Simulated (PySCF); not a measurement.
A side-by-side comparison of computed properties.

First species: C2H6O.
Bonds: C1–O2, O2–C3. Hydrogens: H4, H5, H6 on C1; H7, H8, H9 on C3.

Second species: C2H6O.
SMILES with atom numbers: `[CH3:1][CH2:2][OH:3]` (hydrogens: H4, H5, H6 on C1; H7, H8 on C2; H9 on O3)

Structure used (PBE0-D3(BJ)/def2-TZVP), in Å, numbered top down from 1:
```xyz
9
C2H6O angstrom
C      0.877    0.182    0.200
C     -0.428   -0.494   -0.160
O     -1.381    0.403   -0.694
H      1.607   -0.549    0.559
H      0.731    0.919    0.996
H      1.296    0.695   -0.667
H     -0.836   -1.020    0.714
H     -0.265   -1.243   -0.938
H     -1.544    1.091   -0.044
```

Levels: CAM-B3LYP/aug-cc-pVTZ for dipole moment, HOMO energy, LUMO energy, HOMO–LUMO gap, static isotropic polarisability and electronic spatial extent ⟨r²⟩ about the centre of nuclear charge; TDDFT CAM-B3LYP/aug-cc-pVTZ for lowest singlet excitation; TDA CAM-B3LYP/aug-cc-pVTZ for lowest triplet excitation (Tamm–Dancoff); PBE0-D3(BJ)/def2-TZVP for rotational constant A and rotational constant C. Geometries: PBE0-D3(BJ)/def2-TZVP. Each structure is a single optimised conformer of the isolated species, non-relativistic unless stated. Electronic properties by PySCF.

The conformers computed, where there is a choice (atom-mapped SMILES and torsion angles):
- `[CH3:1][CH2:2][OH:3]`: H–O3–C2–C1 -59°

Values for the first species:

```
Dipole moment                                                     : 1.30 D
HOMO energy                                                       : -8.94 eV
LUMO energy                                                       : 0.28 eV
HOMO–LUMO gap                                                     : 9.22 eV
Lowest singlet excitation                                         : 6.58 eV
Lowest triplet excitation (Tamm–Dancoff)                          : 6.47 eV
Static isotropic polarisability                                   : 33.7 au
Electronic spatial extent ⟨r²⟩ about the centre of nuclear charge : 187 bohr²
Rotational constant A                                             : 39.468 GHz
Rotational constant C                                             : 9.020 GHz
```

Estimate the same properties for the second species, and the change in each.

| property | first | second | second less first |
| --- | --- | --- | --- |
| dipole moment | 1.30 D | 1.75 D | +0.45 D |
| HOMO energy | -8.94 eV | -9.42 eV | -0.48 eV |
| LUMO energy | 0.28 eV | 0.20 eV | -0.08 eV |
| HOMO–LUMO gap | 9.22 eV | 9.62 eV | +0.40 eV |
| lowest singlet excitation | 6.58 eV | 6.62 eV | +0.04 eV |
| lowest triplet excitation (Tamm–Dancoff) | 6.47 eV | 6.39 eV | -0.08 eV |
| static isotropic polarisability | 33.7 au | 33.4 au | -0.3 au |
| electronic spatial extent ⟨r²⟩ about the centre of nuclear charge | 187 bohr² | 194 bohr² | +7 bohr² |
| rotational constant A | 39.468 GHz | 34.671 GHz | -4.797 GHz |
| rotational constant C | 9.020 GHz | 8.201 GHz | -0.819 GHz |

On the first: The dipole equals about 4.3 × 10⁻³⁰ C·m (1 D = 3.33564 × 10⁻³⁰ C·m). A dipole of 1.30 D is allowed in C2v, and pure rotational transitions are dipole-allowed. Geometry: PBE0-D3(BJ)/def2-TZVP; no solvent, vibrations or thermal averaging.

On the second: S1 lies 3.00 eV below the HOMO–LUMO gap; its leading configuration is HOMO→LUMO, weight 0.68. The vertical singlet–triplet gap S1 − T1 is 0.23 eV (TDDFT singlet less Tamm–Dancoff triplet; S1: HOMO→LUMO, weight 0.68; T1: HOMO→LUMO, weight 0.60). One conformer (not necessarily the lowest) at the PBE0-D3(BJ)/def2-TZVP geometry, without solvent, vibrations or thermal averaging.
